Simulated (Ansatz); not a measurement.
# SiNH (singlet): B3LYP, wB97X-V, wB97M-V over a scan of the scale of all distances, 6-31G

Aim: run SiNH (singlet) with these functionals over a scan of the scale of all distances, and hold them against the top wave-function level at the same points.

Program: Ansatz 0.2.0, Gaussian basis. Level of theory: 6-31G, all electrons in the functionals. These are calculated values, not measurements.

The runs, in order: B3LYP, wB97X-V, wB97M-V, at 0.868; 1.000; 1.110; 1.296; 1.480; 1.769; 2.020; 2.437.

15 further runs of the same task are left out: 4 for a known fault of the program, 7 that didn't finish, 4 set aside as unsound or not needed.

## Step 1: The geometry

The geometry derives from a PBE0/def2-TZVP stationary point (not a proven minimum). All distances are scaled together.

3 atoms, charge 0, spin multiplicity 1.

Atoms are counted from 1 here; the program's logs count them from 0.

Bond lengths: Si1–N2 1.557 Å, Si1–H3 1.487 Å. Angles: N2–Si1–H3 180.0°.

Geometry (Å):

```
Si    0.0000    0.0000    0.0233
N     0.0000    0.0000   -1.5337
H     0.0000    0.0000    1.5104
```

No dispersion term is added; wB97X-V, wB97M-V hold VV10 nonlocal correlation. B3LYP takes the VWN-RPA correlation.

The geometry shown and the zero of energy belong to the point 1.000. The yardstick, FCI, and other wave-function levels (R restricted, U unrestricted, valence and pair active spaces) come from earlier runs.

## Step 2: B3LYP, 0.868

in.yaml

```yaml
crystal:
  periodic: [false, false, false]
  atoms:
    - {symbol: Si, position_ang: [0.000000, 0.000000, 0.020191]}
    - {symbol: N, position_ang: [0.000000, 0.000000, -1.331229]}
    - {symbol: H, position_ang: [0.000000, 0.000000, 1.311038]}
basis:
  gaussian: {orbitals: 6-31G}
magnetization: {spin_polarized: true, initial_magnetization: 0}
hamiltonian: {xc: {name: B3LYP}}
```

Started as:

```sh
$ ansatz run in.yaml --threads 1 --pin off --events-out ev --progress --plain --max-ram 2393MiB
```

Further steps of the session: B3LYP, 1.000; B3LYP, 1.110; B3LYP, 1.296; B3LYP, 1.480; B3LYP, 1.769; B3LYP, 2.020; B3LYP, 2.437; wB97X-V, 0.868; wB97X-V, 1.000; wB97X-V, 1.110; wB97X-V, 1.296; wB97X-V, 1.480; wB97X-V, 1.769; wB97X-V, 2.020; wB97X-V, 2.437; wB97M-V, 0.868; wB97M-V, 1.000; wB97M-V, 1.110; wB97M-V, 1.296; wB97M-V, 1.480; wB97M-V, 1.769; wB97M-V, 2.020; wB97M-V, 2.437.

Q: Predict the results of all the runs planned. Wanted: span of the FCI curve; largest miss, B3LYP; largest miss, wB97X-V; largest miss, wB97M-V.

**Answer**, as computed:

| quantity | value |
| --- | --- |
| span of the FCI curve | 116.1 kcal/mol |
| largest miss, B3LYP | +20.5 kcal/mol (2.437) |
| largest miss, wB97X-V | +24.0 kcal/mol (1.296) |
| largest miss, wB97M-V | +26.2 kcal/mol (1.296) |

Of the functionals, B3LYP keep the smallest largest miss at the points compared (at most 20.5 kcal/mol) and wB97M-V strays most (26.2 kcal/mol, at 1.296). B3LYP, wB97X-V, wB97M-V clearly break the spin symmetry at some points (⟨S²⟩ up to 3.00 above the pure value), so energy there is bought with a mixed spin. Functionals and the yardstick converge differently with the basis, so part of each miss in 6-31G is the basis.
